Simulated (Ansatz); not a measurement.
**BSiP (quintet): the correlation ladder, cc-pVTZ**

The task here is to estimate one member of a computed series from the others.

Program: Ansatz 0.2.0, Gaussian basis. Level of theory: cc-pVTZ, core rule «outside noble gas», up to 11 orbitals frozen. These are calculated values, not measurements.

The runs, in order: UHF; CCSD(T) on ROHF; CCSD(T) on UHF; BCCD(T) on ROHF; CCSDT(Q) on ROHF; CCSDT(Q) on UHF; CASSCF and NEVPT2, 12 electrons in 12 orbitals.

6 further runs of the same task are left out: 6 set aside as unsound or not needed.

### The system

The geometry is a PBE0/def2-TZVP stationary point (not a proven minimum) of the parent state, kept for this charge and spin.

3 atoms, charge 0, spin multiplicity 5.

Atoms are counted from 1 here; the program's logs count them from 0.

Bond lengths: B1–P2 1.813 Å, B1–Si3 2.032 Å, P2–Si3 2.135 Å. Angles: P2–B1–Si3 67.2°, B1–P2–Si3 61.3°, B1–Si3–P2 51.5°.

The first run:

in.yaml reads:

```yaml
crystal:
  periodic: [false, false, false]
  atoms:
    - {symbol: B, position_ang: [0.000000, -1.336957, 0.188448]}
    - {symbol: P, position_ang: [0.000000, 0.294228, 0.979363]}
    - {symbol: Si, position_ang: [0.000000, 0.190151, -1.152618]}
basis:
  gaussian: {orbitals: cc-pVTZ}
magnetization: {spin_polarized: true, initial_magnetization: 4}
hamiltonian: {xc: hf}
output: {orbitals: {seedname: orbitals}}
```

The run is started by

```bash
ansatz run in.yaml --threads 1 --pin off --events-out ev --progress --plain --max-ram 4096MiB --backend cpu
```

Steps of the session up to this table: UHF; CCSD(T) on ROHF; CCSD(T) on UHF; BCCD(T) on ROHF; CCSDT(Q) on ROHF; CCSDT(Q) on UHF; CASSCF and NEVPT2, 12 electrons in 12 orbitals.

One table of the session follows, with a row left open; its other results are not shown here.

```
        method  from RCCSDT(Q) (meV)
          ROHF               +9260.7
           UHF               +9025.9
          RMP2               +1367.7
          UMP2               +1441.6
         RCCSD                +747.1
         UCCSD                +728.9
      RCCSD(T)                +101.9
      UCCSD(T)                +100.4
       BCCD(T)                 +95.2
        RCCSDT                 +61.6
        UCCSDT                     ?
     RCCSDT(Q)                     0
     UCCSDT(Q)                  -6.9
CASSCF valence               +6487.0
NEVPT2 valence               +1435.6
```

**Question.** Estimate the row for UCCSDT.

The run gave: from RCCSDT(Q) (meV): +56.4. In the column «from RCCSDT(Q) (meV)» it lies between RCCSDT(Q) (0) and RCCSDT (+61.6).

Limits of these values: Restricted and unrestricted rows rest on different reference determinants; where their highest levels disagree by more than a few hundredths of an eV, they describe different states and don't form one ladder.
